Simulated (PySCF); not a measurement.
These are PBE0-D4/def2-TZVP in PySCF values and carry that method's errors. All species are isolated molecules in the gas phase. 

Reference species (SMILES): `[OH]` (neutral, multiplicity 2).

* **highest occupied spin orbital**: -9.09 eV

Changed species: `[C]#N` (radical fragment; the reference has radical fragment).

Problem. What does the change do to the highest occupied spin orbital?

Solution. the highest occupied spin orbital decreases by 1.74 eV, to -10.83 eV.
